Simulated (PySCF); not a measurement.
Gas-phase reaction: SiH4 + 2 N ⇌ HSiNH2 + NH

Energies from PySCF, thermal terms from the rigid-rotor harmonic-oscillator model, ideal gas at 1 bar. † marks an energy on the PBE0/def2-TZVP geometry and frequencies. MP2 and CCSD(T) freeze the core. Open shells (unrestricted): N (multiplicity 4), NH (multiplicity 3); the rest are closed-shell singlets. HSiNH2: computed as isolated molecules; such fragments, hydroxides, amides, oligomers or adducts are transient or little studied in the gas. MP2 isn't extrapolated to the basis-set limit. CCSD(T) isn't extrapolated to the basis-set limit.

```
level               ΔH°(298 K), kJ
------------------  --------------
CCSD(T)/def2-SVP†             -406
HF/def2-TZVP†                  [?]
MP2/def2-TZVPP†                [?]
PBE/def2-TZVP†                 [?]
PBE0/def2-QZVP†               -529
r2SCAN/def2-TZVP†             -492
LDA/def2-TZVP†                 [?]
ωB97X-V/def2-TZVP†            -506
```

Problem. Some entries are withheld; supply them.

Solution. 
- HF/def2-TZVP†, ΔH°(298 K), kJ: -143
- MP2/def2-TZVPP†, ΔH°(298 K), kJ: -481
- PBE/def2-TZVP†, ΔH°(298 K), kJ: -576
- LDA/def2-TZVP†, ΔH°(298 K), kJ: -662
